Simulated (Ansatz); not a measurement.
Input for Ansatz (development build ahead of 0.2.0):

```yaml
crystal:
  periodic: [false, false, false]
  atoms:
    - { symbol: Mg, position_ang: [0.0, 0.0, -1.1898] }
    - { symbol: B, position_ang: [0.0, 0.0, 1.1898] }
basis:
  gaussian: { orbitals: def2-SVP }
magnetization:
  spin_polarized: true
  initial_magnetization: 1
hamiltonian:
  xc: hf
correlation:
  method: mp2
  frozen_orbitals: { B: 1, Mg: 1 }
```

The input is written out in the form of the current development build from the run's settings.

Results

```json
{
  "Converged": "yes",
  "Reference energy": "-224.05108 hartree",
  "Correlation energy": "-0.05755 hartree",
  "Total energy": "-224.10863 hartree",
  "Spin squared of the determinant": "1.583",
  "Stability test": "minimum",
  "Occupied orbitals by symmetry in an Abelian subgroup (alpha; beta)": "6 A1 2 B1 1 B2; 6 A1 1 B1 1 B2"
}
```

Messages of the program:
```
mean field -6096.74048864 eV, -224.0510804384 hartree, gradient 4.9e-6 eV, S^2 1.583547; 15 other ends of a descent, 0 dependent functions left out
```

Caution: the unrestricted determinant is a mixture of spin states.
